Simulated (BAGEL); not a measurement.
# One shape, several levels: doublet [SF3]2+

Wanted: a comparison of 5 runs (UHF/STO-3G, ROHF/6-31G*, UHF/6-31G*, ROHF/6-311+G**, UHF/6-311+G**) of doublet [SF3]2+. 

Program for the calculation: BAGEL 1.2.2.

## Step 1: Starting point

The species is [SF3]2+ (4 atoms), meant as a doublet with charge +2. As SMILES of the parent species, `F[S+](F)F`. The shape is that of a PBE0-D4/def2-TZVP optimisation. That shape belongs to the parent species and isn't relaxed for this state.

Bond lengths: F1–S2 1.503 Å, S2–F3 1.503 Å, S2–F4 1.503 Å. Angles: F1–S2–F3 99.6°, F1–S2–F4 99.6°, F3–S2–F4 99.6°.

## Step 2: A single-point energy at UHF/STO-3G (density fitting with cc-pvqz-jkfit) (run 1)

Input file job.json:

```json
{ "bagel" : [

{
  "title" : "molecule",
  "basis" : "sto-3g",
  "df_basis" : "cc-pvqz-jkfit",
  "angstrom" : "true",
  "geometry" : [
    { "atom" : "F", "xyz" : [    0.623020,    0.191030,    1.167760 ] },
    { "atom" : "S", "xyz" : [    0.432770,   -0.058560,   -0.301740 ] },
    { "atom" : "F", "xyz" : [   -0.545420,   -1.197460,   -0.238600 ] },
    { "atom" : "F", "xyz" : [   -0.510370,    1.064990,   -0.627420 ] }
  ]
},
{ "title" : "uhf", "charge" : 2, "nopen" : 1 },
{ "title" : "print", "file" : "orbitals.molden", "orbitals" : "true" }

]}
```

The run is started by

```console
$ BAGEL_NUM_THREADS=1 BAGEL job.json > job.out
```

Log:

```text
* using 1 threads per process

  ===============================================================
  ===============================================================

  *** Geometry ***

  { "atom" : "F", "xyz" : [      1.177337,      0.360994,      2.206747 ] },
  { "atom" : "S", "xyz" : [      0.817817,     -0.110662,     -0.570206 ] },
  { "atom" : "F", "xyz" : [     -1.030694,     -2.262871,     -0.450889 ] },
  { "atom" : "F", "xyz" : [     -0.964460,      2.012539,     -1.185652 ] },

  Number of auxiliary basis functions:      466

  Since a DF basis is specified, we compute 2- and 3-index integrals:
    o Being stored without compression. Storage requirement is 0.002 GB

  Number of basis functions:       24
  Number of electrons      :       43

    * METHOD: MOLECULE                             0.32

  *** Open-shell HF ***

  === Nuclear Repulsion ===
   208.1441922264

      * DIIS with orbital gradients will be used.

  === UHF iteration (sto-3g) ===
      0       -685.88794576          0.06232098           0.06
      1       -686.11530697          0.02432094           0.05
      2       -686.14207235          0.00729390           0.04
      3       -686.14644812          0.00200117           0.05
      4       -686.14822643          0.00051126           0.05
      5       -686.14854296          0.00026112           0.04
      6       -686.14866071          0.00016458           0.03
      7       -686.14869105          0.00006578           0.03
      8       -686.14869435          0.00002402           0.03
      9       -686.14869456          0.00000611           0.03
     10       -686.14869458          0.00000159           0.03
     11       -686.14869458          0.00000066           0.03
     12       -686.14869458          0.00000026           0.03
     13       -686.14869458          0.00000012           0.03
     14       -686.14869458          0.00000007           0.03
     15       -686.14869458          0.00000003           0.04
     16       -686.14869458          0.00000002           0.04
     17       -686.14869458          0.00000002           0.03
     18       -686.14869458          0.00000002           0.03
     19       -686.14869458          0.00000001           0.03
     20       -686.14869458          0.00000001           0.03
    * SCF iteration converged.

    * S^2 (UHF) is 0.8429

    * Permanent dipole moment:
           (   -0.658233,     0.089062,     0.458968) a.u.

    * METHOD: UHF                                  0.87

    * METHOD: PRINT                                0.00

  ===============================================================
```

Wall time 1.9 s (1 thread of AMD EPYC 7R43 (Zen 3), shared host); peak memory 0.081 GiB.

## Step 3: A single-point energy at ROHF/6-31G(d) (density fitting with cc-pvqz-jkfit, spherical functions) (run 2)

Input file input.json:

```json
{ "bagel" : [

{
  "title" : "molecule",
  "basis" : "6-31gs.json",
  "df_basis" : "cc-pvqz-jkfit",
  "angstrom" : true,
  "geometry" : [
    { "atom" : "F", "xyz" : [       0.623020,       0.191030,       1.167760 ] },
    { "atom" : "S", "xyz" : [       0.432770,      -0.058560,      -0.301740 ] },
    { "atom" : "F", "xyz" : [      -0.545420,      -1.197460,      -0.238600 ] },
    { "atom" : "F", "xyz" : [      -0.510370,       1.064990,      -0.627420 ] }
  ]
},

{
  "title" : "rohf",
  "charge" : 2,
  "nopen" : 1
},

{
  "title" : "print",
  "file" : "orbitals.molden",
  "orbitals" : true
}

]}
```

The basis set 6-31G* is read from a file made from the Basis Set Exchange's data (not shown).

The run is started by

```console
$ BAGEL_NUM_THREADS=1 BAGEL input.json > input.out
```

Log:

```text
* using 1 threads per process

  ===============================================================
  ===============================================================

  *** Geometry ***

  { "atom" : "F", "xyz" : [      1.177337,      0.360994,      2.206747 ] },
  { "atom" : "S", "xyz" : [      0.817817,     -0.110662,     -0.570206 ] },
  { "atom" : "F", "xyz" : [     -1.030694,     -2.262871,     -0.450889 ] },
  { "atom" : "F", "xyz" : [     -0.964460,      2.012539,     -1.185652 ] },

  Number of auxiliary basis functions:      466

  Since a DF basis is specified, we compute 2- and 3-index integrals:
    o Being stored without compression. Storage requirement is 0.013 GB

  Number of basis functions:       60
  Number of electrons      :       43

    * METHOD: MOLECULE                             0.27

  *** Open-shell HF ***

  === Nuclear Repulsion ===
   208.1441922264

      * DIIS with orbital gradients will be used.

  === ROHF iteration (6-31gs.json) ===
      0       -694.17673821          0.07743047           0.10
      1       -694.37739305          0.05886127           0.09
      2       -694.47110332          0.04296804           0.09
      3       -694.58295902          0.00207413           0.09
      4       -694.58344091          0.00091411           0.09
      5       -694.58372504          0.00033995           0.09
      6       -694.58381047          0.00012823           0.09
      7       -694.58385389          0.00004715           0.09
      8       -694.58386854          0.00001498           0.09
      9       -694.58387415          0.00000240           0.09
     10       -694.58387653          0.00000095           0.09
     11       -694.58387687          0.00000058           0.09
     12       -694.58387685          0.00000014           0.09
     13       -694.58387690          0.00000004           0.09
     14       -694.58387691          0.00000002           0.11
     15       -694.58387691          0.00000001           0.09
    * SCF iteration converged.

    * S^2 (ROHF) is 0.7500

    * Permanent dipole moment:
           (   -1.204527,     0.162989,     0.839832) a.u.

    * METHOD: ROHF                                 1.58

    * METHOD: PRINT                                0.02

  ===============================================================
```

Wall time 2.5 s (1 thread of AMD EPYC 7R43 (Zen 3), shared host); peak memory 0.081 GiB.

Runs 3 to 4 aren't shown in full; the table further down has their settings and results.

## Step 4: The energy at UHF/6-311+G(d,p) (density fitting with cc-pvqz-jkfit) (run 5)

Input file hf.json:

```json
{ "bagel" : [

{
  "title" : "molecule",
  "basis" : "6-311+gss.json",
  "df_basis" : "cc-pvqz-jkfit",
  "angstrom" : true,
  "geometry" : [
    { "atom" : "F", "xyz" : [       0.623020,       0.191030,       1.167760 ] },
    { "atom" : "S", "xyz" : [       0.432770,      -0.058560,      -0.301740 ] },
    { "atom" : "F", "xyz" : [      -0.545420,      -1.197460,      -0.238600 ] },
    { "atom" : "F", "xyz" : [      -0.510370,       1.064990,      -0.627420 ] }
  ]
},

{
  "title" : "uhf",
  "charge" : 2,
  "nopen" : 1
},

{
  "title" : "print",
  "file" : "orbitals.molden",
  "orbitals" : true
}

]}
```

The basis set 6-311+G** is read from a file made from the Basis Set Exchange's data (not shown).

The run is started by

```console
$ BAGEL_NUM_THREADS=1 BAGEL hf.json > hf.out
```

Log:

```text
* using 1 threads per process

  ===============================================================
  ===============================================================

  *** Geometry ***

  { "atom" : "F", "xyz" : [      1.177337,      0.360994,      2.206747 ] },
  { "atom" : "S", "xyz" : [      0.817817,     -0.110662,     -0.570206 ] },
  { "atom" : "F", "xyz" : [     -1.030694,     -2.262871,     -0.450889 ] },
  { "atom" : "F", "xyz" : [     -0.964460,      2.012539,     -1.185652 ] },

  Number of auxiliary basis functions:      466

  Since a DF basis is specified, we compute 2- and 3-index integrals:
    o Being stored without compression. Storage requirement is 0.034 GB

  Number of basis functions:       96
  Number of electrons      :       43

    * METHOD: MOLECULE                             0.36

  *** Open-shell HF ***

  === Nuclear Repulsion ===
   208.1441922264

      * DIIS with orbital gradients will be used.

  === UHF iteration (6-311+gss.json) ===
      0       -694.16106743          0.07199573           0.23
      1       -694.37071962          0.06530675           0.20
      2       -694.50968528          0.04890426           0.15
      3       -694.67192996          0.00238756           0.15
      4       -694.67399749          0.00097267           0.16
      5       -694.67455049          0.00030957           0.16
      6       -694.67467958          0.00013929           0.16
      7       -694.67472138          0.00009502           0.18
      8       -694.67474417          0.00005125           0.18
      9       -694.67474995          0.00002804           0.17
     10       -694.67475119          0.00000649           0.17
     11       -694.67475122          0.00000251           0.17
     12       -694.67475123          0.00000076           0.17
     13       -694.67475123          0.00000019           0.17
     14       -694.67475123          0.00000010           0.16
     15       -694.67475123          0.00000006           0.18
     16       -694.67475123          0.00000004           0.17
     17       -694.67475123          0.00000001           0.16
     18       -694.67475123          0.00000001           0.16
    * SCF iteration converged.

    * S^2 (UHF) is 0.7914

    * Permanent dipole moment:
           (   -1.186429,     0.160539,     0.827220) a.u.

    * METHOD: UHF                                  3.47

    * METHOD: PRINT                                0.05

  ===============================================================
```

Wall time 4.5 s (1 thread of AMD EPYC 7R43 (Zen 3), shared host); peak memory 0.11 GiB.

## Step 5: All runs side by side

| run | level | energy (Eh) | ⟨S²⟩ | wall time |
| --- | --- | --- | --- | --- |
| 1 | UHF/STO-3G (density fitting with cc-pvqz-jkfit) | -686.148695 | 0.843 | 1.9 s |
| 2 | ROHF/6-31G* (density fitting with cc-pvqz-jkfit, spherical functions) | -694.583877 | 0.750 | 2.5 s |
| 3 | UHF/6-31G* (density fitting with cc-pvqz-jkfit, spherical functions) | -694.592384 | 0.787 | 2.7 s |
| 4 | ROHF/6-311+G** (density fitting with cc-pvqz-jkfit) | -694.665717 | 0.750 | 4.5 s |
| 5 | UHF/6-311+G** (density fitting with cc-pvqz-jkfit) | -694.674751 | 0.791 | 4.5 s |

## Step 6: Results

```
           quantity          value
run 5: total energy  -694.67475 Eh
        run 5: ⟨S²⟩          0.791
```

**Reading.** In run 1 the basis is minimal, so the values are rough. All runs together took 16 s, the longest 4.5 s.
